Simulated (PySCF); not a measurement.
Results of LNO-CCSD(T) in PySCF (GTH pseudopotentials, Gaussian basis) for rock-salt MgS.

The same calculation (at the measured cell, 17.609 Å³/atom) with different numerical settings; throughout: k mesh 2×2×2:

| run | basis | LNO threshold | total energy (eV/atom) | rough time |
|---|---|---|---|---|
| 1 | DZ | 3e-05 | -998.0931 | 4 core-min |
| 2 | DZ | 1e-05 | -998.0775 | 20 core-min |
| 3 | DZ | 3e-06 | -998.0905 | 50 core-min |
| 4 | TZ | 3e-05 | -999.2462 | 20 core-min |
| 5 | TZ | 1e-05 | -999.2397 | 100 core-min |
| 6 | TZ | 3e-06 | -999.2514 | 10 core-h |

In the column total energy (eV/atom) the first row differs from the last by +1.1583 and the next to last by +0.0117.

The last row is no converged limit: other settings stay fixed.
